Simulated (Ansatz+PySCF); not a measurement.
The numbers below are computed, except where a source is named.
A run of PySCF 2.14.0 on singlet HCl at this shape:

```xyz
2

H     0.0000    0.0000   -1.2138
Cl    0.0000    0.0000    0.0714
```

Its results:

```json
{
  "Converged": "yes",
  "Reference energy": "-460.03711 hartree",
  "CCSD correlation energy": "-0.05777 hartree",
  "Triples correction": "-0.00044 hartree",
  "Total energy": "-460.09533 hartree"
}
```

(1) Which input gives this output? Name the method, the orbitals and the basis set, and write the input.

Answers

(1) RHF-CCSD(T) in 6-31G. An unrestricted run that stays on the closed shell gives the same numbers.

```python
from pyscf import gto, scf, cc

mol = gto.M(atom="""
H 0.000000 0.000000 -1.213800
Cl 0.000000 0.000000 0.071400
""", basis='6-31g', charge=0, spin=0)
mf = scf.RHF(mol)
mf.kernel()
mycc = cc.CCSD(mf, frozen=5).run()
et = mycc.ccsd_t()
print(mf.e_tot, mycc.e_corr, et, mycc.e_tot + et)
```
